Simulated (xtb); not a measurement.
xtb input:

```bash
xtb mol.xyz --gfnff --opt tight --chrg 0 --uhf 0
```
mol.xyz:
```
3

C     -0.00000000    -0.00000000    -0.49689011
N      0.00000000     0.00000000     0.64927938
H     -0.00000000    -0.00000000    -1.56361504
```

### Question
Predict the final energy.

### Answer
-0.68620 Eh (GFN-FF).
